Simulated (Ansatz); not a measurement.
Basis-set extrapolation for C₂H₆N₂O, SMILES `NC1NCO1` (PBE0-D4/def2-TZVP geometry, frozen core, Ansatz 0.2.0). Multiplicity 1, RHF reference.

```
                      def2-TZVPP   def2-QZVPP
                 HF  -263.049308  -263.061683
    MP2 correlation    -0.986071    -1.056158
CCSD(T) correlation    -1.054453      not run
```

Energies in hartree. Use E(X) = E(∞) + A·exp(−7.88·√X) for Hartree–Fock and E(X) = E(∞) + B·X^(−2.97) for correlation, with X = 3 and 4, and add CCSD(T) minus MP2 of the smaller set to the MP2 limit.

Question: What is the CCSD(T) energy at the basis-set limit?

Answer: HF limit: -263.061683 + (-0.012375) × 0.13774 = -263.06339. MP2 limit: -1.056158 + (-0.070087) × 0.74074 = -1.10807. Higher-order term: -1.054453 − (-0.986071) = -0.06838. Total: -264.23984 hartree, 85.4 kcal/mol below CCSD(T)/def2-TZVPP.
